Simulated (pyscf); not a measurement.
`[OH][BH][Cl]` → `[B][Cl]` [singlet] + `[OH2]`, a 1,1-elimination (singlet surface; B–O, B–H broken, H–O formed). Single points on ωB97X-D3(BJ)/def2-SVP structures (PySCF, gas phase). Correlated levels are frozen-core, on RHF or UHF. ΔMP2 is the change of the MP2 total energy from the triple- to the quadruple-zeta basis. Energies in kcal/mol from the reactant's lowest minimum found.

Small-basis levels: PySCF, no dispersion term, spherical d functions. 

Q: In single points B3LYP/LANL2DZ puts the saddle at 112.9 kcal/mol and the reaction energy at +105.3 kcal/mol. Should these be trusted to within a few kcal/mol? Compare with CCSD(T)/def2-TZVPP + ΔMP2(QZVPP).

A: CCSD(T)/def2-TZVPP + ΔMP2(QZVPP) gives ΔE‡ = 110.4 kcal/mol and ΔE = +94.7 kcal/mol. B3LYP/LANL2DZ lies 2.5 kcal/mol over it in the barrier and 10.6 kcal/mol over it in the reaction energy, so on this step it does not hold to within 3.0 kcal/mol. CCSD(T)/def2-TZVPP + ΔMP2(QZVPP) has limits of its own. The products may also form a dative adduct at B–Cl [singlet]; it and routes through it were not searched. The same reactants have a lower exit, to HB=O + HCl (barrier +50.2 kcal/mol at ωB97M-D3(BJ), against +109.7 kcal/mol here). One saddle was located; it need not be the lowest between these sides. The CCSD(T) − MP2 part came from Ansatz, without density fitting, on the same reference.
